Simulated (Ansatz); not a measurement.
Total energies of `CCC(C)CS`.

```xyz
18

C    -2.107   -0.584    0.067
C    -0.957    0.356    0.384
C     0.409   -0.150   -0.067
C     0.527   -0.211   -1.584
C     1.538    0.713    0.486
S     1.717    0.718    2.289
H    -3.050   -0.194    0.458
H    -2.238   -0.730   -1.008
H    -1.944   -1.567    0.518
H    -0.920    0.529    1.464
H    -1.137    1.334   -0.080
H     0.543   -1.166    0.330
H     0.403    0.784   -2.022
H     1.504   -0.592   -1.892
H    -0.233   -0.862   -2.021
H     2.494    0.427    0.042
H     1.370    1.763    0.224
H     2.080   -0.569    2.413
```

The species carries charge 0 and has multiplicity 1. The geometry is a stationary point of PBE0-D4/def2-TZVP. It is one conformer, not always the lowest. Basis def2-TZVPP, the Gaussian-basis code of Ansatz.

RPA on PBE orbitals: Hartree–Fock energy of these orbitals -593.88480 Eh, correlation -1.80490 Eh (frozen core).

```
             functional  energy without D4 (Eh)  D4 term (kJ/mol)
            LDA (SPW92)              -592.77881                 –
                    PBE              -595.57948             -39.1
                 revPBE              -595.89863            -127.7
                   BLYP              -595.90534             -85.9
                 r2SCAN              -595.88483             -10.6
                 B97M-V              -595.94688                 –
                   PBE0              -595.65423             -33.2
                  B3LYP              -596.06785             -61.9
                r2SCANh              -595.87771             -11.1
                r2SCAN0              -595.86825             -12.1
HSE06 (plane-wave form)              -595.63384             -30.7
                  BHLYP              -595.90624             -43.6
              CAM-B3LYP              -595.93013             -33.3
                LC-ωPBE              -595.81038                 –
                ωB97X-V              -595.92871                 –
                ωB97M-V              -595.89721                 –
                 B2PLYP              -595.71635                 –
               PBE-QIDH              -595.54687                 –
```

B3LYP takes the VWN-RPA correlation (the form of Gaussian; ORCA's B3LYP/G). HSE06 is the plane-wave form, built on full-range PBE exchange. The double hybrids freeze the cores in their second-order part.

LC-ωPBE has ω = 0.4 bohr⁻¹.
